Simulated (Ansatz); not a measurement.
**CH₅AlSi (SMILES [CH2]1[AlH][SiH2]1): functionals against CCSD(T) at one geometry**

The task here is to estimate one member of a computed series from the others.

The runs use Ansatz 0.2.0, Gaussian basis; single points in def2-TZVPP.

Correlated methods freeze the cores.

## Where the work starts

SMILES `[CH2]1[AlH][SiH2]1`, 8 atoms, charge 0, spin multiplicity 1.

Atoms are counted from 1 here; the program's logs count them from 0.

Bond lengths: C1–Al2 1.910 Å, C1–Si3 2.062 Å, C1–H4 1.340 Å, C1–H5 1.134 Å, Al2–Si3 2.313 Å, Al2–H6 1.685 Å, Si3–H7 1.538 Å, Si3–H8 1.288 Å. Angles: Al2–C1–Si3 71.1°, Al2–C1–H4 113.0°, Al2–C1–H5 129.0°, Si3–C1–H4 115.0°, Si3–C1–H5 129.5°, H4–C1–H5 99.0°, C1–Al2–Si3 57.5°, C1–Al2–H6 143.8°, Si3–Al2–H6 157.5°, C1–Si3–Al2 51.4°, C1–Si3–H7 109.9°, C1–Si3–H8 110.4°, Al2–Si3–H7 124.4°, Al2–Si3–H8 129.2°, H7–Si3–H8 106.2°.

Geometry (Å):

```mol
CH5AlSi
  3D, bonds by distance, orders not assigned

  8  8  0  0  0  0  0  0  0  0999 V2000
   -0.4377    0.3718   -0.7263 C   0  0
   -0.0016    1.1554    0.9600 Al  0  0
    0.4561   -1.0567    0.4629 Si  0  0
   -1.7570    0.2151   -0.9047 H   0  0
   -0.1579    0.7201   -1.7689 H   0  0
    0.0915    2.6148    1.7975 H   0  0
    1.7559   -1.5477   -0.1966 H   0  0
   -0.3045   -2.0900    0.5709 H   0  0
  1  2  8  0
  1  3  8  0
  1  4  8  0
  1  5  8  0
  2  3  8  0
  2  6  8  0
  3  7  8  0
  3  8  8  0
M  END
```

The first run:

File run/in.yaml:

```yaml
crystal:
  periodic: [false, false, false]
  atoms:
    - {symbol: C, position_ang: [-0.437700, 0.371800, -0.726300]}
    - {symbol: Al, position_ang: [-0.001600, 1.155400, 0.960000]}
    - {symbol: Si, position_ang: [0.456100, -1.056700, 0.462900]}
    - {symbol: H, position_ang: [-1.757000, 0.215100, -0.904700]}
    - {symbol: H, position_ang: [-0.157900, 0.720100, -1.768900]}
    - {symbol: H, position_ang: [0.091500, 2.614800, 1.797500]}
    - {symbol: H, position_ang: [1.755900, -1.547700, -0.196600]}
    - {symbol: H, position_ang: [-0.304500, -2.090000, 0.570900]}
basis:
  gaussian: {orbitals: def2-TZVPP}
correlation: {method: ccsd_t}
output: {forces: true}
```

No record of the launch command was kept for these runs.

Steps of the session up to this table: CCSD(T)/def2-TZVPP; PBE0-D4/def2-TZVPP; wB97M-V/def2-TZVPP; r2SCAN-D4/def2-TZVPP; PBE-D4/def2-TZVPP; BHLYP-D4/def2-TZVPP; revPBE-D4/def2-TZVPP.

One table of the session follows, with a row left open; its other results are not shown here.

| method | RMS force component (eV/Å) | angle to CCSD(T) forces (°) | dipole (D) |
| --- | --- | --- | --- |
| CCSD(T) | 2.022 | reference | 0.89 |
| PBE0-D4 | 2.037 | 3.2 | 0.83 |
| wB97M-V | 2.019 | 3.0 | 0.92 |
| r2SCAN-D4 | 2.010 | 3.0 | 0.79 |
| PBE-D4 | ? | ? | ? |
| BHLYP-D4 | 2.042 | 3.9 | 0.93 |
| revPBE-D4 | 1.979 | 4.3 | 0.75 |

**Question.** Estimate the row for PBE-D4.

**Answer.** RMS force component (eV/Å): 1.990; angle to CCSD(T) forces (°): 4.2; dipole (D): 0.75. In the column «RMS force component (eV/Å)» it lies between revPBE-D4 (1.979) and r2SCAN-D4 (2.010).
